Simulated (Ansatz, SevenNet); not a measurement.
For Ga2O3 (C2/m, No. 12), the machine-learned potential SevenNet-0 (trained on PBE and PBE+U data) gives:

| Property | Value |
|---|---|
| equilibrium volume per atom | 10.96 Å³/atom |
| Voigt–Reuss–Hill shear modulus | 62.9 GPa |

**Question.** What does r²SCAN (PAW; Ansatz, a quantum-chemistry and plane-wave program) give for the same quantities?

**Answer.** 
- equilibrium volume per atom: 10.50 Å³/atom (falls by 4.2 %)
- Voigt–Reuss–Hill shear modulus: 79.9 GPa (rises by 27 %)

Changes are worked out from the printed values.

Unless a cell is named, each level is at its own relaxed cell (SevenNet-0 10.96, r²SCAN 10.50 Å³/atom).

Caveats: the relaxation could not lower the start's symmetry, so the cell can be a saddle point above a distorted one (SevenNet-0, r²SCAN). Ansatz's density-functional and Hartree–Fock values are scalar-relativistic unless marked +SOC, with PAW data made under PBE.
